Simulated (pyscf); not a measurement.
O=Si(Cl)–Cl + water (H₂O) → O=Si(OH)–Cl + hydrogen chloride (HCl) (four-centre exchange; singlet surface; Cl–Si, H–O broken, O–Si, Cl–H formed). Structures and frequencies: ωB97X-D3(BJ)/def2-SVP in PySCF. Correlated levels are frozen-core, on RHF or UHF. ΔMP2 is the change of the MP2 total energy from the triple- to the quadruple-zeta basis. Energies in kcal/mol from the separated reactants.

```tsv
level	barrier	reaction energy
ωB97X-D3(BJ)/def2-TZVP	-1.1	-4.8
PBE/def2-TZVP	-3.8	-4.9
r²SCAN/def2-TZVP	-4.8	-6.4
B3LYP-D3(BJ)/def2-TZVP	?	-6.4
ωB97M-D3(BJ)/def2-TZVP	-1.6	-6.9
MP2/def2-QZVPP	-0.5	-5.2
CCSD(T)/def2-TZVPP + ΔMP2(QZVPP)	?	?
```

Task: Fill in the missing entries.

Result: 
- B3LYP-D3(BJ)/def2-TZVP, barrier: -1.3
- CCSD(T)/def2-TZVPP + ΔMP2(QZVPP), barrier: 1.0
- CCSD(T)/def2-TZVPP + ΔMP2(QZVPP), reaction energy: -6.0

Of the functionals in the table, ωB97X-D3(BJ) is closest to CCSD(T)/def2-TZVPP + ΔMP2(QZVPP) in the barrier (2.0 kcal/mol apart) and r²SCAN least close (5.8 kcal/mol); that level has limits of its own. On the reactant side the descent ends in an adduct with a O–Si contact, 25.5 kcal/mol under the separated species and 24.5 kcal/mol under the saddle at ωB97X-D3(BJ)/def2-TZVP. On the product side the descent ends in a complex, 6.0 kcal/mol under the separated species and 9.8 kcal/mol under the saddle at ωB97X-D3(BJ)/def2-TZVP. At ωB97X-D3(BJ), PBE, r²SCAN, B3LYP-D3(BJ), ωB97M-D3(BJ), MP2 the saddle lies under the separated reactants, which points to a path from their complex (located at ωB97X-D3(BJ) alone). What is counted as formed (O–Si) is already present as a longer contact in the reactant adduct; forming that adduct is a step of its own. This is the saddle that the search found; another between the same sides may lie lower. The CCSD(T) − MP2 part came from Ansatz, without density fitting, on the same reference.
